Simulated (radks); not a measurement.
# F³⁺ in [He] 2s2 2p2: an all-electron calculation

Aim: the levels, the sizes of the orbitals and the parts of the energy of the fluorine ion F3+.

The numbers are computed with radks (a radial shooting solver on a logarithmic mesh, Libxc functionals) version 1 (scalar-relativistic Kohn-Sham, PBE, spin-polarised, spherical densities, finite nucleus; open shells are filled with parallel spins first), except any that are marked as measured or tabulated.

### 1 Starting point

```
element            : fluorine (Z = 9)
charge             : +3
electrons          : 6
configuration      : [He] 2s2 2p2
nuclear rms radius : 2.8976 fm
```

Outer shells as boxes (Hund's rule):

F³⁺
```
[He] core
2s [↑↓]
2p [↑ ][↑ ][  ]
```

### 2 Self-consistent calculation

The run's settings:

```text
Z 9
configuration [He] 2s2 2p2 3s0 3p0 3d0
relativity scalar-relativistic
functional pbe,pbe
spin polarised
nucleus finite rms 2.8976 fm
c 137.035999084
```

What does the calculation give?

As calculated:

| quantity | value |
| --- | --- |
| total energy | -95.50021 hartree |
| exchange-correlation share of it | 8.90 % |
| −T/E | 1.0003 |
| highest occupied level | 2p up, -75.093 eV |
| most extended occupied level | 2s down, <r> = 0.887 bohr |
| radius at density 0.001 e/bohr³ | 2.25 bohr |
| maxima of the radial density | 2 |
| ionisation energy, NIST | 87.18 (semi-emp.) eV |

**Reading.** The radial density shows 2 maxima for 2 occupied principal shells. Minus the highest eigenvalue, 75.093 eV, is 86 % of the tabulated ionisation energy (87.18 eV); the potential of a semilocal functional falls off too fast, so its top eigenvalue is too shallow. Open shells are spherical and high-spin; term and fine-structure splittings are not resolved.
